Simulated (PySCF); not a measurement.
First SCF of a structure search on quartet BN₂, at a hand-made linear geometry. PySCF input:

```python
from pyscf import gto, scf, dft
mol = gto.M(atom='''
B      0.000000     0.000000     0.000000
N      0.000000     0.000000     1.380000
N      0.000000     0.000000    -1.380000''',
    basis={'B': 'def2-TZVP', 'N': 'def2-TZVP'},
    charge=0, spin=3)
mf = dft.UKS(mol, xc='PBE0')
mf.grids.atom_grid = (50, 194)
aux = {'B': 'def2-universal-JKFIT', 'N': 'def2-universal-JKFIT'}
mf = mf.density_fit(auxbasis=aux)
mf.conv_tol = 1e-08
mf.diis_space = 10
mf.max_cycle = 60
mf.init_guess = 'minao'
mf.verbose = 4
mf.kernel()
```

Excerpt of the output (cycles alone):

```
init E= -134.064286940211
cycle= 1 E= -134.019518305091  delta_E= 0.0448  |g|= 0.154  |ddm|= 1.19
cycle= 2 E= -134.035694316014  delta_E= -0.0162  |g|= 0.0636  |ddm|= 0.343
cycle= 3 E= -134.038288554421  delta_E= -0.00259  |g|= 0.0314  |ddm|= 0.0934
cycle= 4 E= -134.038998224753  delta_E= -0.00071  |g|= 0.0188  |ddm|= 0.0379
cycle= 5 E= -134.039244517366  delta_E= -0.000246  |g|= 0.00433  |ddm|= 0.0159
cycle= 6 E= -134.039282397226  delta_E= -3.79e-05  |g|= 0.000807  |ddm|= 0.00917
cycle= 7 E= -134.039283536098  delta_E= -1.14e-06  |g|= 0.000126  |ddm|= 0.00178
cycle= 8 E= -134.039283558955  delta_E= -2.29e-08  |g|= 2.08e-05  |ddm|= 0.000346
cycle= 9 E= -134.039283559317  delta_E= -3.61e-10  |g|= 2.17e-06  |ddm|= 5.08e-05
Extra cycle  E= -134.039283559321  delta_E= -4.09e-12  |g|= 1.66e-06  |ddm|= 4.12e-06
converged SCF energy = -134.039283559321  <S^2> = 3.8065027  2S+1 = 4.0281523
```

No lower solution of this spin was found from smeared starts or by a stability analysis within the unrestricted form.

The search for the lowest solution, 3 starts and the stability check together, took 5 s on 4 threads of a shared Arm Neoverse V1 host, with 93 basis functions; the process peaked at 0.38 GiB.
